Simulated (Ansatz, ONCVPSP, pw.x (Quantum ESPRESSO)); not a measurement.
What a changed setting does to a pw.x run (diamond Ge)

Potential: optimised norm-conserving Vanderbilt (ONCV), ONCVPSP 4.0.1.1 (patched build), PBE; core [Ar] 3d10, reference 4s2 4p2; waves: 4s: rc 1.65 bohr, ncon 4, nbas 8, qcut 3.4 1/bohr, 2 projectors, debl 2.9 Ha; 4p: rc 2.30 bohr, ncon 3, nbas 6, qcut 4.3 1/bohr, 2 projectors, debl 2.6 Ha; d scattering state at 0.11 Ha: rc 2.25 bohr, ncon 4, nbas 9, qcut 4.4 1/bohr, 1 projector; local part: polynomial inside 1.30 bohr (lpopt 5, dvloc0 0 Ha); core correction: Teter function, fcfact 2.25, rcfact 1.6.

The reference run (k-mesh 8³, cutoffs 135/540 Ry, Fermi–Dirac 0.01 Ry, mixing_beta 0.4, conv_thr 1e-9, no spin) gives 0.44 GPa at 23.951 Å³/atom, where all-electron LAPW gives 0.00 GPa. This run, with its own iteration cap, changes mixing_beta to 0.05.

```
&control
  calculation='scf', prefix='x', pseudo_dir='./', outdir='./tmp', tstress=.true., disk_io='none'
/
&system
  ibrav=0, nat=2, ntyp=1, ecutwfc=135, ecutrho=540, nbnd=11,
  occupations='smearing', smearing='fd', degauss=0.01
/
&electrons
  conv_thr=1e-09, mixing_beta=0.05, electron_maxstep=50
/
ATOMIC_SPECIES
Ge 1.0 Ge.UPF
CELL_PARAMETERS angstrom
  0.00000000 2.88253474 2.88253474
  2.88253474 0.00000000 2.88253474
  2.88253474 2.88253474 0.00000000
ATOMIC_POSITIONS crystal
Ge 0.0000 0.0000 0.0000
Ge 0.2500 0.2500 0.2500
K_POINTS automatic
8 8 8 0 0 0
```

```bash
pw.x < Ge.scf.in > Ge.scf.out
```

How does the run end?

It converges in 10 iterations; the free energy moves by +0.0 meV/atom and the pressure by +0.00 GPa. The result is that of the reference run.

```
Message from routine setup:
     using ibrav=0 with symmetry is DISCOURAGED, use correct ibrav instead
     lattice parameter (alat)  =       7.7035  a.u.
     unit-cell volume          =     323.2587 (a.u.)^3
     number of electrons       =         8.00
     number of Kohn-Sham states=           11
     kinetic-energy cutoff     =     135.0000  Ry
     charge density cutoff     =     540.0000  Ry
     scf convergence threshold =      1.0E-09
     Exchange-correlation= PBE
     number of k points=    29  Fermi-Dirac smearing, width (Ry)=  0.0100
     iteration #  1     ecut=   135.00 Ry     beta= 0.05
     total energy              =     -17.96898280 Ry
     estimated scf accuracy    <       0.02957860 Ry
     iteration #  2     ecut=   135.00 Ry     beta= 0.05
     total energy              =     -17.96272232 Ry
     estimated scf accuracy    <       0.02647732 Ry
     iteration #  3     ecut=   135.00 Ry     beta= 0.05
     total energy              =     -17.96402584 Ry
     estimated scf accuracy    <       0.00037462 Ry
     [... 4 iterations left out ...]
     iteration #  8     ecut=   135.00 Ry     beta= 0.05
     total energy              =     -17.96400827 Ry
     estimated scf accuracy    <       0.00000015 Ry
     iteration #  9     ecut=   135.00 Ry     beta= 0.05
     total energy              =     -17.96400830 Ry
     estimated scf accuracy    <          5.9E-09 Ry
     iteration # 10     ecut=   135.00 Ry     beta= 0.05
     the Fermi energy is     5.2440 ev
!    total energy              =     -17.96400831 Ry
     estimated scf accuracy    <          6.5E-10 Ry
     smearing contrib. (-TS)   =      -0.00087445 Ry
     The total energy is F=E-TS. E is the sum of the following terms:
     one-electron contribution =       4.06340910 Ry
     hartree contribution      =       1.20118004 Ry
     xc contribution           =      -7.40514449 Ry
     ewald contribution        =     -15.82257851 Ry
     convergence has been achieved in  10 iterations
          total   stress  (Ry/bohr**3)                   (kbar)     P=        4.42
     Message from routine punch:
     Nothing written, as per user request (disk_io='none')
```

The run took about 37 s on one core of a shared host (Neoverse-V2, 96 threads, 742 GiB, load 28).
